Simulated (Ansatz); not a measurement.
Trigonal Se

All values below come from G0W0@PBEsol (Ansatz, a program for electronic structure, plane waves, hard PAW, contour deformation, complete-basis limit).

Settings: largest k mesh 6×6×4 (not extrapolated in the mesh).

Cell (measured lattice):

```
CELL_PARAMETERS angstrom
      4.35517     0.00000     0.00000
     -2.17759     3.77169     0.00000
      0.00000     0.00000     4.94945
ATOMIC_POSITIONS crystal
  Se 0.21700 0.00000 0.16667
  Se 0.00000 0.21700 0.83333
  Se 0.78300 0.78300 0.50000
```

```json
{
 "band_gap": "1.66 eV (indirect)"
}
```

Note: the correction to the complete basis was taken at k points off the band edges; cell and atoms aren't relaxed at this level; the gap holds a correction of +0.01 eV to the complete basis, taken at k points off the band edges.

Spin–orbit coupling is not included.

Static lattice: no zero-point or thermal effects.

The result took about 2.6 core-hours (a rough figure).
